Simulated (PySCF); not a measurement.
C3H3ClO.
SMILES with atom numbers: `[CH2:1]=[C:2]([Cl:3])[CH:4]=[O:5]` (hydrogens: H6, H7 on C1; H8 on C4)

Structure used (PBE0-D3(BJ)/def2-SVP), in Å, numbered top down from 1:
```xyz
8
C3H3ClO angstrom
C     -1.1105   -0.4437   -0.4027
C     -0.2796    0.2885    0.3434
Cl    -0.8182    1.3924    1.5609
C      1.2032    0.2103    0.1804
O      1.7378   -0.5038   -0.6241
H     -0.6702   -1.1116   -1.1474
H     -2.1944   -0.3927   -0.2904
H      1.7780    0.8741    0.8713
```

Method used: MP2 and CCSD/aug-cc-pVDZ in PySCF, restricted Hartree–Fock reference, 9 core orbitals frozen, non-relativistic, gas phase, PBE0-D3(BJ)/def2-SVP geometry.

E(HF) = -649.70714 Eh.

Question: How large is the problem?

Answer: 146 basis functions and 46 electrons; 9 orbitals frozen, which leaves o = 14 correlated occupied and v = 123 virtual orbitals. That is o·v = 1722 singles and o·v(o·v + 1)/2 = 1483503 distinct closed-shell doubles amplitudes before symmetry; the costliest CCSD step grows as o²v⁴ = 4.5 × 10^10.

Question: What are the MP2 and CCSD correlation energies?

Answer: MP2 -0.7438 Eh and CCSD -0.7781 Eh, which gives totals of -650.45097 and -650.48522 Eh. That is 0.756 eV for each correlated electron at CCSD (2043 kJ/mol in all, 0.120 % of the total energy); MP2 gives 95.6 % of the CCSD value.

Question: What is the T1 diagnostic?

Answer: 0.0153, below the customary warning level of 0.02. It is the norm of the spatial-orbital singles amplitudes over the root of the number of correlated electrons, so the norm is 0.081.

Question: How does correlation change the dipole moment?

Answer: HF gives 1.73 D and CCSD (unrelaxed density) 1.34 D, a change of -0.39 D.

Connected triples and the basis-set limit are missing.

One conformer stands for the species.
